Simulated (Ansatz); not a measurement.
Level of theory: frozen-core CCSD(T)/cc-pVTZ // B3LYP-D3(BJ)/def2-SVP run with Ansatz (an electronic-structure program).

Ansatz 0.2 input:
```yaml
crystal:
  periodic: [false, false, false]
  atoms:
    - { symbol: C, position_ang: [-0.140575, 1.323181, 0.397233] }
    - { symbol: N, position_ang: [0.076506, 0.147351, -0.416947] }
    - { symbol: C, position_ang: [-1.096667, -0.695678, -0.491561] }
    - { symbol: C, position_ang: [1.258392, -0.586762, -0.020939] }
    - { symbol: H, position_ang: [0.745002, 1.977707, 0.364072] }
    - { symbol: H, position_ang: [-1.000021, 1.897004, 0.015355] }
    - { symbol: H, position_ang: [-0.343846, 1.086442, 1.469217] }
    - { symbol: H, position_ang: [-1.392583, -1.12845, 0.494164] }
    - { symbol: H, position_ang: [-1.955286, -0.119999, -0.872503] }
    - { symbol: H, position_ang: [-0.918652, -1.535079, -1.182554] }
    - { symbol: H, position_ang: [1.190769, -1.008975, 1.010407] }
    - { symbol: H, position_ang: [1.434276, -1.426262, -0.712358] }
    - { symbol: H, position_ang: [2.142685, 0.069523, -0.053587] }
basis:
  gaussian: { orbitals: cc-pVTZ }
correlation:
  method: ccsd_t
```

Output:

```
Functional definition: HF
1387 factors; integrals over basis functions are off by at most 1.2e-3 eV
mean field evaluation 1: about -4713.5369 eV, gradient 3.2e1 eV
mean field evaluation 2: about -4713.7605 eV, gradient 3.2e1 eV
mean field evaluation 4: about -4716.5401 eV, gradient 4.6e0 eV
mean field evaluation 8: about -4716.5949 eV, gradient 2.1e-1 eV
mean field evaluation 16: about -4713.5359 eV, gradient 3.2e1 eV
mean field -4716.59512564 eV, -173.3316738444 hartree, gradient 1.8e-6 eV, S^2 0.000000; 0 other end points of the search recorded, 0 dependent functions left out
4 core orbitals not correlated
reference -4716.59512564 eV, -173.3316738444 hartree; 13, 13 occupied and 229, 229 virtual orbitals, 1387 factors
second order -20.49964786 eV of doubles, -0.00000000 eV of singles
cycle   1  -21.11807240 eV  change   -6.2e-1 eV  update   8.7e-2
cycle   2  -21.62707408 eV  change   -5.1e-1 eV  update   2.4e-2
cycle   3  -21.70739021 eV  change   -8.0e-2 eV  update   1.0e-2
cycle   4  -21.70431634 eV  change    3.1e-3 eV  update   2.3e-3
cycle   5  -21.70474460 eV  change   -4.3e-4 eV  update   1.1e-3
cycle   6  -21.70508536 eV  change   -3.4e-4 eV  update   3.6e-4
cycle   7  -21.70495927 eV  change    1.3e-4 eV  update   1.5e-4
cycle   8  -21.70494388 eV  change    1.5e-5 eV  update   5.1e-5
cycle   9  -21.70494538 eV  change   -1.5e-6 eV  update   1.6e-5
perturbative correction -0.83223846 eV, -0.0305841992 hartree
Total energy: -4739.13230948 eV, -174.1599000743 hartree
```

Cost: about 100 core-seconds (a rough figure).
